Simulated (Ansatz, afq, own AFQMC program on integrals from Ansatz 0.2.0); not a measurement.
**CH$_{2}$B⁺, triplet: AFQMC among the cluster methods**

```xyz
4

B     0.0000    0.0000    0.8265
C     0.0000    0.0000   -0.5553
H     0.0000   -0.9252   -1.1237
H     0.0000    0.9252   -1.1237
```

Connectivity, by distances: B–CH2.

Basis cc-pVTZ. Noble-gas cores (and the filled d shells of Ga–Kr and In–Xe) are frozen. Integrals, coupled cluster, full CI and functionals: Ansatz 0.2.0; the random walks run on the same integrals in our own AFQMC program. ph-AFQMC/CISD is guided by a CISD state made of CCSD amplitudes; releasing the constraint for a short imaginary time cuts its bias at the price of noise, slowly where states lie close. Error bars are statistical, one sigma.

Determinant: UHF, the one that the program's search chose, which needn't be the lowest solution. The geometry is a PBE0/def2-TZVP stationary point of this or a neighbouring charge and spin state.

No full CI on the walks' own integrals is used here; CCSDT(Q) serves as the reference and is uncertain by about the last step of the cluster series.

Cautions: lower spins were not checked; the released energies move by 1.5 errors or more from one time to the next, so no released level is given (meV from the phaseless value at times in 1/Eh: -7 ± 3 at 0.24, -10 ± 4 at 0.50, -8 ± 4 at 1.00, -16 ± 4 at 1.50), though the last usable value meets CCSDT(Q) within the noise.

* T1 diagnostic: 0.0149
* weight of the determinant in the CISD state: 0.923
* ⟨S²⟩ of the determinant: 2.006
* size of the correlated space: 8 electrons in 86 orbitals

Reference: CCSDT(Q), correlation energy -5.543 eV.

```csv
level,E − E(reference) (kJ/mol),share of correlation (%)
HF,534.8,0.00
MP2,81.5,84.76
CCSD,20.5,96.17
CCSD(T),2.8,99.47
CCSDT,0.7,99.88
ph-AFQMC/CISD,1.0 ± 0.4,99.81
```

A walk keeps the symmetry of its determinant, which the program's search chose and which needn't be the lowest solution, so a lower state of the same spin and another symmetry isn't excluded.
